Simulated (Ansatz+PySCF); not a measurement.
**singlet C₅H₁₂: levels of theory in one basis**

```yaml
atoms:
  - { symbol: C, position_ang: [0.0000, -0.2943, -2.3434] }
  - { symbol: C, position_ang: [0.0000, 0.4758, -1.1752] }
  - { symbol: C, position_ang: [0.0000, -0.2879, 0.0000] }
  - { symbol: C, position_ang: [0.0000, 0.4758, 1.1752] }
  - { symbol: C, position_ang: [0.0000, -0.2943, 2.3434] }
  - { symbol: H, position_ang: [0.0000, 0.2849, -3.1742] }
  - { symbol: H, position_ang: [0.8164, -0.8939, -2.3894] }
  - { symbol: H, position_ang: [-0.8164, -0.8939, -2.3894] }
  - { symbol: H, position_ang: [-0.8093, 1.0906, -1.1722] }
  - { symbol: H, position_ang: [0.8093, 1.0906, -1.1722] }
  - { symbol: H, position_ang: [0.8099, -0.9038, 0.0000] }
  - { symbol: H, position_ang: [-0.8099, -0.9038, 0.0000] }
  - { symbol: H, position_ang: [-0.8093, 1.0906, 1.1722] }
  - { symbol: H, position_ang: [0.8093, 1.0906, 1.1722] }
  - { symbol: H, position_ang: [0.0000, 0.2849, 3.1742] }
  - { symbol: H, position_ang: [-0.8164, -0.8939, 2.3894] }
  - { symbol: H, position_ang: [0.8164, -0.8939, 2.3894] }
```

Basis set: def2-SVP (spherical functions). Left uncorrelated: 5 orbitals. Charge 0, multiplicity 1.

Computed with Ansatz (development build ahead of 0.2.0); each method stands on the lowest determinant of its kind that the runs found.

```tsv
method	E − E(RHF) (eV)	<S²> of the determinant
RHF	0.00	0.00
```

(1) What does RHF-MP2 give on the same scale?

(2) Is a single determinant a sound starting point here?

Results:

(1) -19.70 eV.

(2) By this sign, yes. Unrestricted orbitals gain 0.00 eV and <S²> is 0.00 against 0.00 for a pure state.
